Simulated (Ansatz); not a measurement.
# BNH₂+ (doublet): from Hartree-Fock to the top rungs, 6-31G

Aim: climb from Hartree-Fock through coupled cluster and multireference methods for BNH₂+ (doublet) at one geometry and basis, and see what each rung misses.

Computed with Ansatz 0.2.0, Gaussian basis. Level: 6-31G, core rule «outside noble gas», up to 2 orbitals frozen.

To be run: UHF; CCSD(T) on ROHF; CCSD(T) on UHF; BCCD(T) on ROHF; CISD; CCSDT(Q) on ROHF; CCSDT(Q) on UHF; CISDTQ; CCSDTQ on ROHF; CCSDTQ on UHF; CASSCF and MRCISD+Q, 9 electrons in 10 orbitals; CASSCF and NEVPT2, 9 electrons in 10 orbitals; Full CI.

4 further runs of the same task are left out: 4 set aside as unsound or not needed.

### Step 1. What is computed

The geometry is a PBE0/def2-TZVP stationary point (not a proven minimum) of the parent state, kept for this charge and spin.

4 atoms, charge 1, spin multiplicity 2.

Atoms are counted from 1 here; the program's logs count them from 0.

Bond lengths: B1–N2 1.371 Å, N2–H3 1.011 Å, N2–H4 1.011 Å. Angles: B1–N2–H3 122.7°, B1–N2–H4 122.7°, H3–N2–H4 114.6°.

### Step 2. UHF

Input file in.yaml:

```yaml
crystal:
  periodic: [false, false, false]
  atoms:
    - {symbol: B, position_ang: [0.000000, 0.000000, 0.859982]}
    - {symbol: N, position_ang: [0.000000, 0.000000, -0.511503]}
    - {symbol: H, position_ang: [0.000000, 0.850874, -1.057997]}
    - {symbol: H, position_ang: [0.000000, -0.850874, -1.057997]}
basis:
  gaussian: {orbitals: 6-31G}
total_charge: 1
magnetization: {spin_polarized: true, initial_magnetization: 1}
hamiltonian: {xc: hf}
output: {orbitals: {seedname: orbitals}}
```

The run is started by

```console
$ ansatz run in.yaml --threads 1 --pin off --events-out ev --progress --plain --max-ram 2816MiB --backend cpu
```

After this run come: CCSD(T) on ROHF; CCSD(T) on UHF; BCCD(T) on ROHF; CISD; CCSDT(Q) on ROHF; CCSDT(Q) on UHF; CISDTQ; CCSDTQ on ROHF; CCSDTQ on UHF; CASSCF and MRCISD+Q, 9 electrons in 10 orbitals; CASSCF and NEVPT2, 9 electrons in 10 orbitals; Full CI.

Before running them: what should the planned runs give, taken together? Wanted: FCI below the RHF energy; RMP2 from FCI; UMP2 from FCI; RCCSD from FCI; RCCSD(T) from FCI; UCCSD(T) from FCI; RCCSDT(Q) from FCI; UCCSDT(Q) from FCI; NEVPT2 valence from FCI.

**Answer**, as computed:

```
                         quantity                                                                                                          value
         FCI below the RHF energy                                                                                                     -4.2859 eV
                    RMP2 from FCI                                                                                                   +54.5 kJ/mol
                    UMP2 from FCI                                                                                                   +52.6 kJ/mol
                   RCCSD from FCI                                                                                                   +13.7 kJ/mol
                RCCSD(T) from FCI                                                                                                    +2.4 kJ/mol
                UCCSD(T) from FCI                                                                                                    +2.5 kJ/mol
               RCCSDT(Q) from FCI                                                                                                     0.0 kJ/mol
               UCCSDT(Q) from FCI                                                                                                    -0.2 kJ/mol
          NEVPT2 valence from FCI                                                                                                   +24.2 kJ/mol
        MRCISD+Q valence from FCI                                                                                                    +3.4 kJ/mol
levels within 1 kcal/mol (43 meV)  RCCSD(T), UCCSD(T), BCCD(T), RCCSDT, UCCSDT, CISDTQ, RCCSDT(Q), UCCSDT(Q), RCCSDTQ, UCCSDTQ, MRCISD+Q valence
                    T1 diagnostic                                                                                                          0.029
   effectively unpaired electrons                                                                                                           1.05
```

What this shows: RCCSD(T) lands +2.4 kJ/mol from the yardstick (0.6 % of the correlation energy). UCCSDT(Q) falls below full CI: unrestricted runs freeze a spin-polarised core, another one than full CI's, and coupled cluster isn't variational. One determinant dominates. Of the multireference levels listed MRCISD+Q valence comes nearest in total energy (+3.4 kJ/mol), which doesn't show that its space is the better one. These misses are within one basis, not against nature; the frozen cores of restricted and unrestricted runs differ, which can shift their rows.
